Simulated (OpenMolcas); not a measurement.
**triplet [NO2]+ at 6 levels**

Aim: a comparison of 6 runs (UHF/3-21G, UB3LYP/6-31G*, UM06-2X/def2-TZVPPD, UM06-L/def2-TZVPPD, UPBE0/def2-TZVPPD, ROMP2/def2-TZVPPD) of triplet [NO2]+. 

The results are computed with OpenMolcas 26.06.

### Step 1. Starting point

The species is [NO2]+ (3 atoms), meant as a triplet with charge +1. As SMILES of the parent species, `O=[N+]=O`. Geometry: relaxed at PBE0-D4/def2-TZVP. That shape belongs to the parent species and isn't relaxed for this state.

Bond lengths: O1–N2 1.110 Å, N2–O3 1.110 Å. Angles: O1–N2–O3 180.0°.

### Step 2. A single-point energy at UHF/3-21G (run 1)

test.inp reads:

```
&GATEWAY
BasLib = $CurrDir
Coord
3
angstrom
O       -0.572980       0.927020      -0.209580
N       -0.000010      -0.000010       0.000000
O        0.572990      -0.927010       0.209580
Basis = 3-21G
Group = NoSym
&SEWARD
&SCF
UHF
Charge = 1
Spin = 3
Thresholds = 1e-10 1e-07 1e-07 1e-05
PrOrbitals = 1 2
```

The basis set 3-21G is read from a file made from the Basis Set Exchange's data (not shown).

Command:

```
$ export MOLCAS_MEM=1860
$ pymolcas test.inp > test.log
```

Output:

```text
--- Start Module: gateway ---
[...]
--- Stop Module: gateway /rc=_RC_ALL_IS_WELL_ ---
--- Start Module: seward ---
[...]
      Basis functions           27
--- Stop Module: seward /rc=_RC_ALL_IS_WELL_ ---
--- Start Module: scf ---
[...]
       Convergence after  32 Iterations
[...]
::    Total SCF energy                               -202.3290256771
[...]
      Total spin, S                                     1.0038000980
[...]
      Total electronic charge=   22.000000
      Total            charge=    1.000000
[...]
      Dipole Moment (debye):
      Origin of the operator (angstrom)=    0.0000    0.0000   -0.0000
                   X=  4.1144E-05               Y=  2.7408E-05               Z=  1.9191E-06           Total=  4.9474E-05
      Center of Charge (angstrom)
[...]
--- Stop Module: scf /rc=_RC_ALL_IS_WELL_ ---
[...]
```

Wall time 2.1 s (1 thread of Arm Neoverse V1, shared host); peak memory 0.37 GiB.

### Step 3. The energy at UB3LYP/6-31G(d) (spherical functions) (run 2)

mol.inp reads:

```
* NO2 Kohn-Sham DFT
&GATEWAY
BasLib
$CurrDir
BasisSet
O.6-31Gs....
O1 -0.572980 0.927020 -0.209580 angstrom
O3 0.572990 -0.927010 0.209580 angstrom
End of Basis
BasisSet
N.6-31Gs....
N2 -0.000010 -0.000010 0.000000 angstrom
End of Basis
&SEWARD
GridInput
Grid=UltraFine
End of Grid
&SCF
UHF
Charge
1
Spin
3
KSDFT
B3LYP
Thresholds
1e-10 1e-07 1e-07 1e-05
PrOrbitals
1 2
```

The basis set 6-31G* is read from a file made from the Basis Set Exchange's data (not shown).

Command:

```
$ export MOLCAS_MEM=1860
$ pymolcas mol.inp > mol.log
```

Output:

```text
--- Start Module: gateway ---
[...]
--- Stop Module: gateway /rc=_RC_ALL_IS_WELL_ ---
--- Start Module: seward ---
[...]
      Basis functions           42
--- Stop Module: seward /rc=_RC_ALL_IS_WELL_ ---
--- Start Module: scf ---
[...]
       Convergence after  24 Iterations
[...]
::    Total KS-DFT energy                            -204.4796504532
[...]
      Total spin, S                                     1.0014276059
[...]
      Total electronic charge=   22.000000
      Total            charge=    1.000000
[...]
      Dipole Moment (debye):
      Origin of the operator (angstrom)=    0.0000    0.0000    0.0000
                   X=  2.4343E-05               Y=  3.2683E-05               Z= -1.2548E-07           Total=  4.0753E-05
      Center of Charge (angstrom)
[...]
--- Stop Module: scf /rc=_RC_ALL_IS_WELL_ ---
[...]
```

Run time: 12 s. Hardware: 1 thread of Arm Neoverse V1, shared host; peak memory 0.38 GiB.

Runs 3 to 5 aren't shown in full; the table further down has their settings and results.

### Step 4. The energy at ROMP2/def2-TZVPPD (run 6)

mol.inp reads:

```
&GATEWAY
  BasLib=$CurrDir
  Coord
  3
  bohr
  O     -1.08277527     1.75181391    -0.39604880
  N     -0.00001890    -0.00001890     0.00000000
  O      1.08279417    -1.75179501     0.39604880
  Basis=def2-TZVPPD
  Group=NoSym

&SEWARD

&SCF
  UHF
  Charge=1
  Spin=3
  Thresholds=1e-10 1e-07 1e-07 1e-05
  PrOrbitals=1 1

&RASSCF
  FileOrb=$Project.UnaOrb
  Spin=3
  Nactel=2 0 0
  Inactive=10
  Ras2=2
  OutOrbitals=Canonical
  OrbListing=Nothing

&CASPT2
  IPEA=0.0
  Frozen=3
```

The basis set def2-TZVPPD is read from a file made from the Basis Set Exchange's data (not shown).

Command:

```
$ export MOLCAS_MEM=1860
$ pymolcas mol.inp > mol.log
```

Output:

```text
--- Start Module: gateway ---
[...]
--- Stop Module: gateway /rc=_RC_ALL_IS_WELL_ ---
[...]
      Basis functions          117
[...]
       Convergence after  31 Iterations
[...]
::    Total SCF energy                               -203.6124914154
[...]
      Total spin, S                                     1.0064167293
[...]
--- Start Module: rasscf ---
[...]
      Number of active orbitals                  2
[...]
      Spin quantum number                      1.0
[...]
      Active orbitals                            2
[...]
      Number of CSFs                             1
[...]
      Number of root(s) required                 1
[...]
      Convergence after  8 iterations
[...]
      printout of CI-coefficients larger than  0.05 for root  1
      energy=    -203.599654
      conf/sym  11     Coeff  Weight
             1  uu   1.00000 1.00000
      Natural orbitals and occupation numbers for root  1
      sym 1:   1.000000   1.000000
      ************************************************************************************************************************
      *                                                    Final results                                                     *
[...]
::    RASSCF root number  1 Total energy:   -203.59965359
[...]
      Total electronic charge=   22.000000
      Total            charge=    1.000000
[...]
      Dipole Moment (debye):
      Origin of the operator (angstrom)=    0.0000    0.0000    0.0000
                   X=  2.8818E-05               Y=  3.7457E-05               Z= -1.1928E-06           Total=  4.7274E-05
      Center of Charge (angstrom)
[...]
--- Stop Module: rasscf /rc=_RC_ALL_IS_WELL_ ---
[...]
--- Start Module: caspt2 ---
[...]
 ###    WARNING: User changed nr of frozen orbitals.                         ###
 ###############################################################################
[...]
      E2 (Variational):          -0.6002217370
      Total energy:            -204.1998753306
[...]
      Reference weight:           0.86238
[...]
::    CASPT2 Root  1     Total energy:   -204.19987533
[...]
--- Stop Module: caspt2 /rc=_RC_ALL_IS_WELL_ ---
[...]
```

Wall time 37 s (1 thread of Arm Neoverse V1, shared host); peak memory 0.73 GiB.

### Step 5. Overview of the runs

```tsv
run	level	integration grid	frozen core orbitals	energy (Eh)	HOMO energy (eV)	⟨S²⟩	wall time
1	UHF/3-21G	–	–	-202.329026	-20.78	2.011	2.1 s
2	UB3LYP/6-31G* (spherical functions)	UltraFine	–	-204.479650	-14.45	2.004	12 s
3	UM06-2X/def2-TZVPPD	UltraFine	–	-204.492265	-16.38	2.005	96 s
4	UM06-L/def2-TZVPPD	UltraFine	–	-204.572704	-12.69	2.006	86 s
5	UPBE0/def2-TZVPPD	UltraFine	–	-204.376416	-14.69	2.006	59 s
6	ROMP2/def2-TZVPPD	–	3	-204.199875	–	–	37 s
```

### Step 6. What came out

| quantity | value |
| --- | --- |
| run 6: total energy | -204.19988 Eh |

Totals of different functionals can't be ranked against each other. All runs together took 4.9 min, the longest 96 s.
